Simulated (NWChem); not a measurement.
# C3H3F2 (SMILES [CH2]/C(F)=C\F): levels of theory compared

Aim: a comparison of 3 runs (UHF/STO-3G, UHF/3-21G, UB3LYP/6-31G*) of C3H3F2. 

The results are computed with NWChem 7.3.0.

### Step 1. The system as given

C3H3F2: 8 atoms, total charge 0, spin state doublet. As SMILES, `[CH2]/C(F)=C\F`. The shape is that of a GFN2-xTB optimisation. This is one conformer, not always the lowest.

Bond lengths: C1–C2 1.365 Å, C2–F3 1.353 Å, C2–C4 1.381 Å, C4–F5 1.334 Å, C1–H6 1.073 Å, C1–H7 1.072 Å, C4–H8 1.076 Å. Angles: C1–C2–F3 118.2°, C1–C2–C4 127.9°, F3–C2–C4 113.8°, C2–C4–F5 120.4°, C2–C1–H6 120.6°, C2–C1–H7 120.0°, C2–C4–H8 124.9°, F5–C4–H8 114.7°, H6–C1–H7 119.5°.

### Step 2. Energy and forces at UHF/STO-3G (run 1)

Input file a.xyz:

```xyz
8
C3H3F2 hf
C      0.309200     1.217720    -0.042650
C      0.281080    -0.094640     0.330600
F      1.099970    -0.493170     1.331420
C     -0.496410    -1.109760    -0.191610
F     -1.350550    -0.861650    -1.185790
H      0.964790     1.910750     0.448310
H     -0.328230     1.563480    -0.832520
H     -0.479840    -2.132740     0.142240
```

Input file a.nw:

```
start a
title "C3H3F2 hf"
memory 2200 mb

geometry noautosym nocenter noautoz
  load a.xyz
end

basis spherical bse
  * library STO-3G
end

scf
  doublet
  uhf
  thresh 1e-08
  maxiter 80
  noprint "final vectors analysis"
end

task scf gradient
```

On the command line:

```sh
$ nwchem a.nw > a.out
```

Log:

```text
[...]
  functions       =    28
[...]
  wavefunction    = UHF
[...]
         Total SCF energy =   -309.962642219878
      One electron energy =   -757.091109447017
      Two electron energy =    282.900712500129
 Nuclear repulsion energy =    164.227754727010
                       Sz =      0.5000
                 Sz(Sz+1) =      0.7500
                      S^2 =      1.0367
[...]
                         UHF ENERGY GRADIENTS
    atom               coordinates                        gradient
                 x          y          z           x          y          z
   1 C       0.584303   2.301157  -0.080597    0.004557  -0.031486   0.014552
   2 C       0.531164  -0.178844   0.624743   -0.023594   0.014739  -0.029820
   3 F       2.078642  -0.931956   2.516019   -0.012845   0.002490  -0.014589
   4 C      -0.938079  -2.097142  -0.362090    0.021620   0.019547   0.017185
   5 F      -2.552169  -1.628282  -2.240818    0.016349  -0.004973   0.019070
   6 H       1.823189   3.610794   0.847183   -0.003498  -0.004919  -0.002223
   7 H      -0.620265   2.954549  -1.573235    0.003142  -0.004739   0.004833
   8 H      -0.906766  -4.030294   0.268795   -0.005730   0.009340  -0.009007
[...]
```

It took 1.7 s on 1 thread of AMD EPYC 9R45 (Zen 5), shared host; peak memory 0.098 GiB.

### Step 3. Energy and forces at UHF/3-21G (run 2)

Input file c3h3f2.nw:

```
echo
start c3h3f2
title "C3H3F2 gradient"
memory total 2200 mb
charge 0

geometry units angstroms noautosym nocenter noautoz
C      0.309200     1.217720    -0.042650
C      0.281080    -0.094640     0.330600
F      1.099970    -0.493170     1.331420
C     -0.496410    -1.109760    -0.191610
F     -1.350550    -0.861650    -1.185790
H      0.964790     1.910750     0.448310
H     -0.328230     1.563480    -0.832520
H     -0.479840    -2.132740     0.142240
end

basis spherical bse
C library 3-21G
F library 3-21G
H library 3-21G
end

scf
doublet
uhf
thresh 1e-08
maxiter 80
noprint "final vectors analysis"
end

task scf gradient
```

On the command line:

```sh
$ nwchem c3h3f2.nw > c3h3f2.out
```

Log:

```text
[...]
  functions       =    51
[...]
  wavefunction    = UHF
[...]
         Total SCF energy =   -312.457870504228
      One electron energy =   -757.178055731190
      Two electron energy =    280.492430499952
 Nuclear repulsion energy =    164.227754727010
                       Sz =      0.5000
                 Sz(Sz+1) =      0.7500
                      S^2 =      0.9599
[...]
                         UHF ENERGY GRADIENTS
    atom               coordinates                        gradient
                 x          y          z           x          y          z
   1 C       0.584303   2.301157  -0.080597    0.004054  -0.005545   0.006016
   2 C       0.531164  -0.178844   0.624743    0.005669   0.004087   0.004873
   3 F       2.078642  -0.931956   2.516019   -0.007945   0.005089  -0.010138
   4 C      -0.938079  -2.097142  -0.362090   -0.013294   0.011794  -0.017930
   5 F      -2.552169  -1.628282  -2.240818    0.014261  -0.009591   0.018244
   6 H       1.823189   3.610794   0.847183    0.001697   0.002510   0.001077
   7 H      -0.620265   2.954549  -1.573235   -0.001296   0.001015  -0.001689
   8 H      -0.906766  -4.030294   0.268795   -0.003146  -0.009360  -0.000453
[...]
```

Run time: 2.1 s. Hardware: 1 thread of AMD EPYC 9R45 (Zen 5), shared host; peak memory 0.1 GiB.

### Step 4. Energy and gradient at UB3LYP/6-31G(d) (Cartesian functions) (run 3)

Input file run.py:

```python
from ase import Atoms
from ase.calculators.nwchem import NWChem

mol = Atoms(['C', 'C', 'F', 'C', 'F', 'H', 'H', 'H'], positions=[
    [0.309200, 1.217720, -0.042650],
    [0.281080, -0.094640, 0.330600],
    [1.099970, -0.493170, 1.331420],
    [-0.496410, -1.109760, -0.191610],
    [-1.350550, -0.861650, -1.185790],
    [0.964790, 1.910750, 0.448310],
    [-0.328230, 1.563480, -0.832520],
    [-0.479840, -2.132740, 0.142240],
])

calc = NWChem(
    label='mymol',
    theory='dft',
    memory='2200 mb',
    basis='6-31G*',
    dft={'xc': 'b3lyp', 'mult': '2', 'grid': 'xfine', 'convergence': 'energy 1e-08', 'iterations': '100', 'mulliken': None},
)
mol.calc = calc

forces = mol.get_forces()
e = mol.get_potential_energy()
print(f"E = {e:.6f} eV")
print("forces (eV/A):")
for s, f in zip(mol.symbols, forces):
    print(f"{s:2s} {f[0]:10.5f} {f[1]:10.5f} {f[2]:10.5f}")
```

On the command line:

```sh
$ export ASE_NWCHEM_COMMAND="nwchem PREFIX.nwi > PREFIX.nwo"
$ python run.py
```

Log:

```text
E = -8591.176780 eV
forces (eV/A):
C    -0.05698   -0.00221   -0.05944
C     0.10207    0.05975    0.08881
F     0.10274   -0.14594    0.15751
C    -0.00005   -0.23567    0.07225
F    -0.18605    0.18219   -0.25449
H     0.21870    0.22497    0.16455
H    -0.22435    0.13509   -0.28236
H     0.04397   -0.21818    0.11318
```

The calculator wrote mymol.nwi:

```
title "mymol"

permanent_dir mymol

scratch_dir mymol

start mymol

geometry units angstrom nocenter noautosym noautoz
  C  3.0919999999999997e-01 1.2177199999999999e+00 -4.2650000000000000e-02
  C  2.8108000000000000e-01 -9.4640000000000002e-02 3.3060000000000000e-01
  F  1.0999699999999999e+00 -4.9317000000000000e-01 1.3314200000000000e+00
  C  -4.9641000000000002e-01 -1.1097600000000001e+00 -1.9161000000000000e-01
  F  -1.3505499999999999e+00 -8.6165000000000003e-01 -1.1857899999999999e+00
  H  9.6479000000000004e-01 1.9107499999999999e+00 4.4830999999999999e-01
  H  -3.2823000000000002e-01 1.5634800000000000e+00 -8.3252000000000004e-01
  H  -4.7983999999999999e-01 -2.1327400000000001e+00 1.4224000000000001e-01
end

memory 2200 mb

basis noprint
   * library 6-31G*
end

dft
  xc b3lyp
  mult 2
  grid xfine
  convergence energy 1e-08
  iterations 100
  mulliken
end

task dft gradient
```

mymol.nwo:

```text
Northwest Computational Chemistry Package (NWChem) 7.3.0
             --------------------------------------------------------

           Job information
           ---------------

    nwchem branch   = 7.3.0
    use scalapack   = T
    input           = mymol.nwi
    prefix          = mymol.
    data base       = mymol/mymol.db
    status          = startup
    nproc           =        1

           Memory information
           ------------------

    heap     =     72089594 doubles =      550.0 Mbytes
    stack    =     72089599 doubles =      550.0 Mbytes
    global   =    144179200 doubles =     1100.0 Mbytes (distinct from heap & stack)
    total    =    288358393 doubles =     2200.0 Mbytes
    verify   = yes
    hardfail = no

[... 120 lines left out ...]
          Convergence on energy requested:  1.00D-08
[... 26 lines left out ...]
          Convergence Information
[... 30 lines left out ...]
 1-e energy   =    -757.786371
[... 63 lines left out ...]
      One electron energy =     -760.070265558863
[... 8 lines left out ...]
                    DFT Final Alpha Molecular Orbital Analysis
[... 1268 lines left out ...]
          Convergence on gradient requested:  5.00D-04
[... 27 lines left out ...]
          total energy or number of iterations.
[... 26 lines left out ...]
                         DFT ENERGY GRADIENTS

    atom               coordinates                        gradient
                 x          y          z           x          y          z
   1 C       0.584303   2.301157  -0.080597    0.001108   0.000043   0.001156
   2 C       0.531164  -0.178844   0.624743   -0.001985  -0.001162  -0.001727
   3 F       2.078642  -0.931956   2.516019   -0.001998   0.002838  -0.003063
[... 4 lines of this table left out ...]
   8 H      -0.906766  -4.030294   0.268795   -0.000855   0.004243  -0.002201

                 ----------------------------------------
                 |  Time  |  1-e(secs)   |  2-e(secs)   |
                 ----------------------------------------
                 |  CPU   |       0.00   |       0.72   |
                 ----------------------------------------
                 |  WALL  |       0.00   |       0.72   |
                 ----------------------------------------

 Task  times  cpu:       32.3s     wall:       32.3s
 Total times  cpu:       32.3s     wall:       32.3s
```

It took 33 s on 1 thread of AMD EPYC 9R45 (Zen 5), shared host; peak memory 0.15 GiB.

### Step 5. All runs side by side

```
run                                level  Cartesian functions  iteration cap  energy (Eh)  dipole moment (D)   ⟨S²⟩  largest force (eV/Å)  wall time
  1                           UHF/STO-3G                   no             80  -309.962642               0.17  1.037                 2.097      1.7 s
  2                            UHF/3-21G                   no             80  -312.457871               0.36  0.960                 1.298      2.1 s
  3  UB3LYP/6-31G* (Cartesian functions)                  yes            100  -315.719926               0.23  0.778                 0.385       33 s
```

### Step 6. Results

| quantity | value |
| --- | --- |
| run 3: total energy | -315.71993 Eh |
| run 3: dipole moment | 0.23 D |
| run 3: HOMO energy (highest over α and β) | -5.49 eV |
| run 3: LUMO energy (lowest over α and β) | -2.21 eV |
| run 3: ⟨S²⟩ | 0.778 |
| run 3: largest force on an atom | 0.385 eV/Å |

**Reading.** The dipole moment (its size) runs from 0.17 D (UHF/STO-3G) to 0.36 D (UHF/3-21G). In run 1 the basis is minimal, so the values are rough. Spin contamination of the reference: run 1 ⟨S²⟩ = 1.04, run 2 ⟨S²⟩ = 0.96. All runs together took 37 s, the longest 33 s.
